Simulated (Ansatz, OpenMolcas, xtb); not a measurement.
A ladder of methods for SiHF (SMILES F[SiH])

The species is SiHF (3 atoms), meant as a singlet with charge 0. SMILES: `F[SiH]`. The shape is that of a PBE0-D4/def2-TZVP optimisation.

```xyz
3

F    -1.0902    0.0244   -0.6023
Si    0.1868    0.6294    0.1738
H     0.8924   -0.7186    0.4153
```

Quantity: the electronic atomisation energy, in eV. The values are calculated. Electronic energies at fixed atoms, without zero-point motion or spin-orbit coupling.

| level | kind | program | value (eV) |
| --- | --- | --- | --- |
| GFN0-xTB | semi-empirical | xtb | 8.30 |
| HF/def2-TZVPPD | Hartree–Fock | OpenMolcas | 6.73 |
| SVWN5/def2-TZVPPD | LDA | OpenMolcas | 10.78 |
| PBE/def2-TZVPPD | GGA | OpenMolcas | 9.47 |
| r2SCAN/def2-TZVPPD | meta-GGA | OpenMolcas | 9.31 |
| PBE0/def2-TZVPPD | global hybrid | OpenMolcas | 9.17 |
| FCI/STO-3G | exact in the basis | Ansatz | 8.47 |

The values span 6.73 to 10.78 eV. The xTB rows lack spin polarisation, so open shells miss the exchange term that lowers them. High-level rows in very small sets aren't better than simpler rows in larger ones.
